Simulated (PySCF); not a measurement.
Phosphanide, PH₂ (charge -1).
Geometry (GFN2-xTB, Å), atoms numbered from 1 in this order:
```
atom  x, y, z in Å
P1     0.005    0.627   -0.002
H2    -0.956   -0.313   -0.010
H3     0.963   -0.316    0.000
```

The closed-shell SCF was solved with PySCF and density fitting under several settings on one GFN2-xTB geometry (grid level 2 and gas phase unless stated).

```
                               settings  basis functions  SCF cycles     E (Eh)  HOMO (eV)  LUMO (eV)
                          PBE0/pcSseg-1               34           9  -342.3744       1.76       7.83
B97-D/pcSseg-2, IEF-PCM tetrahydrofuran               71          11  -342.6498      -2.86       1.36
```

Task: Estimate the row for these settings: OPBE/6-31G, grid level 3, fitting basis def2-qzvpp-jkfit.

Result: 
| settings | basis functions | SCF cycles | E (Eh) | HOMO (eV) | LUMO (eV) |
| --- | --- | --- | --- | --- | --- |
| OPBE/6-31G, grid level 3, fitting basis def2-qzvpp-jkfit | 17 | 7 | -342.4422 | 2.78 | 7.73 |

Task: Over all rows, what range does the HOMO–LUMO gap span?

Result: From 4.22 eV (B97-D/pcSseg-2, IEF-PCM tetrahydrofuran) to 6.07 eV (PBE0/pcSseg-1). The functional of the narrowest has no exact exchange, that of the widest 25 % exact exchange.

B97-D ran without the empirical dispersion term, which would shift the total energy alone. Cycle counts include a coarse-grid stage where the run had one. The HOMO energy is positive at OPBE/6-31G and PBE0/pcSseg-1; such an orbital is held in place by the finite basis. Geometry: GFN2-xTB; no vibrations or thermal averaging.
